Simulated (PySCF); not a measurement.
O2, SMILES O=O (connectivity only; charge and spin as stated), charge +1, multiplicity 2.

Coordinates come from a B3LYP-D3(BJ)/def2-TZVPD optimisation.

Two levels are set side by side: PBE/def2-TZVPD (PySCF) and ωB97X/def2-TZVPD (PySCF). Same geometry, gas phase. Differences are taken from unrounded values.

```tsv
quantity	ωB97X	PBE	PBE minus ωB97X
α-spin orbital gap (eV)	9.31	0.27	-9.04
β-spin orbital gap (eV)	16.48	7.84	-8.64
mean polarisability (bohr³)	6.5	6.5	0.0
```

Rough cost on one machine, each run with all the roots and properties that it gave: ωB97X against PBE within a factor of 2.
